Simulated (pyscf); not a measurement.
PySCF, gas phase, ωB97X-D3(BJ)/def2-SVP geometries.

Estimate by transition-state theory (the high-pressure limit) the rate constant of dichlorosilylene (Cl–Si:–Cl) [singlet] + hydrogen (H₂) → dichlorosilane (Cl–SiH₂–Cl) (singlet surface; H–H broken, H–Si, H–Si formed) at 600 K, with ωB97M-D3(BJ)/def2-TZVP energies (ideal gas, 1 atm, RRHO with modes under 100 cm⁻¹ raised to 100, one conformer, R ln 2 for chiral ones without a mode under 150 cm⁻¹; no tunnelling).

The electronic barrier is 39.5 kcal/mol and the thermal terms add +17.6, so ΔG‡ = 57.0 kcal/mol. With k_BT/h = 1.25e+13 s⁻¹ and RT = 1.192 kcal/mol, and a volume of 8.18e-20 cm³ per molecule at 1 atm, k = 1.7e-27 cm³ molecule⁻¹ s⁻¹. The product is born with the 76 kcal/mol of the reverse barrier and needs collisions to keep. Wigner's tunnelling factor for 1500i cm⁻¹ would be 1.54, likely too low at so high a frequency. A shift of 1 kcal/mol in the barrier changes k by a factor 2.3. The same reactants have a lower exit, to HCl + :HSi–Cl [singlet] (barrier +32.2 kcal/mol at ωB97M-D3(BJ)/def2-TZVP, against +39.5 kcal/mol here). One saddle was located; it need not be the lowest between these sides.
